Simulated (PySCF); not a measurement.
Working out the ionisation energy of Ar

Ar [Ar] (1S) → Ar⁺ [Ne] 3s2 3p5 (2P). All numbers are calculated (PySCF 2.14, no relativity, point nucleus, in aug-cc-pV(D+d)Z (5s4p3d, 32 functions)). Frozen: [Ne]. Energies in hartree (1 hartree = 27.21139 eV):

```
             part   Ar (lower)  Ar⁺ (upper)
              UHF  -526.800972  -526.261706
MP2 opposite-spin    -0.115582    -0.091908
    MP2 same-spin    -0.043926    -0.031224
```

Q: What does Hartree-Fock give?

A: (-526.261706) − (-526.800972) = 0.539266 hartree = 14.674 eV.

Q: What do MP2 and SCS-MP2 (6/5 opposite-spin, 1/3 same-spin) give?

A: The opposite-spin parts differ by 0.644 eV and the same-spin parts by 0.346 eV. MP2: 14.674 + (0.644) + (0.346) = 15.664 eV. SCS-MP2: 14.674 + 1.2 × (0.644) + (0.346)/3 = 15.562 eV.

Measured between the centres of the two terms (NIST): 15.819 eV, so MP2 (valence) is off by -0.155 eV.

What remains against the reference includes basis incompleteness, the frozen core and correlation beyond second order.
